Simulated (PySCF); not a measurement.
# [P2H3]− (SMILES [PH-]P): CCSDT/STO-6G

Aim: the vertical singlet–triplet gap of [P2H3]− at CCSDT/STO-6G, from 2 runs. 

The results are computed with PySCF 2.14.0.

19 further runs of the same task are left out: 6 that didn't finish, 13 set aside as unsound or not needed.

### 1 The system as given

The species is [P2H3]− (5 atoms), meant as a singlet with charge -1. As SMILES, `[PH-]P`. The shape is that of a GFN2-xTB optimisation. This is one conformer, not always the lowest.

Bond lengths: P1–P2 2.086 Å, P1–H3 1.369 Å, P2–H4 1.401 Å, P2–H5 1.400 Å. Angles: P1–P2–H4 101.9°, P1–P2–H5 101.8°, P2–P1–H3 90.4°, H4–P2–H5 88.6°.

### 2 A single-point energy at CCSDT/STO-6G

job.py

```python
from pyscf import gto, scf, cc

mol = gto.Mole()
mol.atom = '''
P        0.790170      -1.109400       0.143810
P       -0.477530       0.546260       0.076070
H        0.279530      -1.462550       1.364400
H       -0.983870       0.470170      -1.228180
H        0.391690       1.555520      -0.356110
'''
mol.verbose = 3
mol.charge = -1
mol.basis = 'sto-6g'
mol.max_memory = 1860
mol.build()

hf = scf.RHF(mol)
hf.conv_tol = 1e-10
hf.kernel()
if not hf.converged:
    hf = hf.newton().run(hf.mo_coeff, hf.mo_occ)

mycc = cc.CCSDT(hf, frozen=10)
mycc.kernel()
etot = mycc.e_tot
print('Final energy', etot)
```

Command:

```
$ OMP_NUM_THREADS=1 python job.py
```

Output:

```text
converged SCF energy = -680.591277769172
_make_eris_incore_RCCSDT

WARN: A large `blksize` is being used, which may cause large memory consumption
      for storing contraction intermediates. If memory is sufficient, consider using
      `pyscf.cc.rccsdt_highm.RCCSDT` instead.

RCCSDT converged
E(RCCSDT) = -680.6713520227776   E_corr = -0.08007425360580031
E_corr(same-spin) = -0.00362741112550802
E_corr(oppo-spin) = -0.0764468424802923
Final energy -680.6713520227776
```

It took 1.3 s on 1 thread of Arm Neoverse V1, shared host; peak memory 0.1 GiB.

### 3 The triplet, same level

input.py

```python
from pyscf import gto, scf, cc

molecule = gto.M(
    atom='''
P      0.790170    -1.109400     0.143810
P     -0.477530     0.546260     0.076070
H      0.279530    -1.462550     1.364400
H     -0.983870     0.470170    -1.228180
H      0.391690     1.555520    -0.356110
''',
    basis='sto-6g',
    spin=2,
    verbose=3,
    max_memory=1860,
    charge=-1,
)

mf = scf.UHF(molecule)
mf.conv_tol = 1e-10
mf.kernel()
if not mf.converged:
    mf = mf.newton().run(mf.mo_coeff, mf.mo_occ)

mycc = cc.CCSDT(mf, frozen=10)
mycc.kernel()
energy = mycc.e_tot
print('Final energy', energy)
```

Command:

```
$ OMP_NUM_THREADS=1 python input.py
```

Output:

```text
WARN: HOMO 0.286809652549897 >= LUMO -0.103106856625824

converged SCF energy = -680.385348299736  <S^2> = 2.0100714  2S+1 = 3.0067067
_make_eris_incore_UCCSDT

WARN: A large `blksize_v_aaa` is being used, which may cause large memory consumption
      for storing contraction intermediates. If memory is sufficient, consider using
      `pyscf.cc.uccsdt_highm.UCCSDT` instead.

WARN: A large `blksize_v_aab` is being used, which may cause large memory consumption
      for storing contraction intermediates. If memory is sufficient, consider using
      `pyscf.cc.uccsdt_highm.UCCSDT` instead.

UCCSDT converged
E(UCCSDT) = -680.4494487685545   E_corr = -0.0641004688186541
E_corr(same-spin) = -0.00161543979209257
E_corr(oppo-spin) = -0.0624850290265615
Final energy -680.4494487685545
```

Run time: 2 s. Hardware: 1 thread of Arm Neoverse V1, shared host; peak memory 0.1 GiB.

### 4 Outcome

At CCSDT/STO-6G, 10 core orbitals frozen:

```
                                                           quantity          value
                                              singlet: total energy  -680.67135 Eh
                       singlet: HOMO energy (Hartree–Fock orbitals)        4.25 eV
                       singlet: LUMO energy (Hartree–Fock orbitals)       19.82 eV
     singlet: HOMO–LUMO gap (to an unbound level, set by the basis)       15.57 eV
              singlet: correlation energy (10 core orbitals frozen)      -80.1 mEh
                                             singlet: T1 diagnostic          0.009
                                              triplet: total energy  -680.44945 Eh
triplet: HOMO energy (Hartree–Fock orbitals) (highest over α and β)       10.32 eV
 triplet: LUMO energy (Hartree–Fock orbitals) (lowest over α and β)       15.39 eV
              triplet: correlation energy (10 core orbitals frozen)      -64.1 mEh
                         triplet: ⟨S²⟩ of the reference determinant          2.010
                                             triplet: T1 diagnostic          0.009
                   vertical energy of the triplet above the singlet       6.038 eV
```

At this shape the triplet lies 6.04 eV (583 kJ/mol) above the singlet. For an anion a state so high probably lies above electron detachment. In a minimal basis such a difference can be off by several eV, whatever the method. The HOMO (singlet) lies at positive energy, 4.25 eV: the electron is unbound at this level or held by a compact basis; values depend on the basis. Mulliken charges (triplet) of the mean-field density run from -0.27 on H3 to -0.05 on P2. The HOMO (triplet) lies at positive energy, 10.32 eV: the electron is unbound at this level or held by a compact basis; values depend on the basis.
